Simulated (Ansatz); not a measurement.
Reaction (SMILES): [O]O (O-OH) → [O-]O (an electron is taken up)
B3LYP-D3(BJ)/def2-TZVP geometries, fixed; electronic energies without zero-point terms; positive where energy is released.
Largest species:
```
O
H 1 0.9780
O 1 1.3260 2 105.56
```
Charge 0, spin multiplicity 2.

Basis-set convergence of the adiabatic electron affinity at B2PLYP with Ansatz (a first-principles code). Cartesian d functions, on some or all atoms, in 6-31G*, 6-31+G*; all else is spherical. Cores are frozen. Open shells are unrestricted. No added dispersion term, no relativity. Functions are those of the species that has most. Reference: the value in aug-pcseg-3, 0.986 eV, itself unsure by roughly 0.006 eV (its mean distance from aug-cc-pVQZ, def2-QZVPPD). Deviations are taken from unrounded values.

| basis | functions | adiabatic electron affinity (eV) |
|---|---|---|
| 6-31G* | 32 | -0.400 |
| 6-31+G* | 40 | 0.895 |
| cc-pVDZ | 33 | -0.537 |
| aug-cc-pVDZ | 55 | 0.973 |
| def2-SVP | 33 | -0.452 |
| def2-SVPD | 54 | 1.014 |
| pcseg-1 | 33 | 0.157 |
| aug-pcseg-1 | 55 | 1.051 |
| 6-311G** | 42 | -0.121 |
| 6-311+G** | 50 | 0.894 |
| def2-TZVP | 68 | 0.525 |
| def2-TZVPD | 89 | 0.961 |
| cc-pVTZ | 74 | 0.237 |
| aug-cc-pVTZ | 115 | 0.993 |
| pcseg-2 | 74 | 0.747 |
| aug-pcseg-2 | 115 | 0.991 |
| def2-TZVPP | 76 | 0.543 |
| def2-TZVPPD | 97 | 0.969 |
| cc-pVQZ | 140 | 0.567 |
| aug-cc-pVQZ | 206 | 0.992 |
| def2-QZVPP | 144 | 0.799 |
| def2-QZVPPD | 165 | 0.979 |
| pcseg-3 | 153 | 0.936 |
| aug-pcseg-3 | 219 | 0.986 |

What the diffuse functions change, pair by pair:
- 6-31G* to 6-31+G*: 8 more functions, deviation -1.386 to -0.091 eV
- cc-pVDZ to aug-cc-pVDZ: 22 more functions, deviation -1.523 to -0.013 eV
- def2-SVP to def2-SVPD: 21 more functions, deviation -1.438 to 0.028 eV
- pcseg-1 to aug-pcseg-1: 22 more functions, deviation -0.829 to 0.065 eV
- 6-311G** to 6-311+G**: 8 more functions, deviation -1.107 to -0.092 eV
- def2-TZVP to def2-TZVPD: 21 more functions, deviation -0.461 to -0.025 eV
- cc-pVTZ to aug-cc-pVTZ: 41 more functions, deviation -0.749 to 0.007 eV
- pcseg-2 to aug-pcseg-2: 41 more functions, deviation -0.239 to 0.005 eV
- def2-TZVPP to def2-TZVPPD: 21 more functions, deviation -0.443 to -0.017 eV
- cc-pVQZ to aug-cc-pVQZ: 66 more functions, deviation -0.419 to 0.006 eV
- def2-QZVPP to def2-QZVPPD: 21 more functions, deviation -0.187 to -0.007 eV
- pcseg-3 to aug-pcseg-3: 66 more functions, deviation -0.050 to 0.000 eV

Leaving out the reference's own pair, they bring the value nearer the reference by more than 0.006 eV in 11 of 11 pairs.
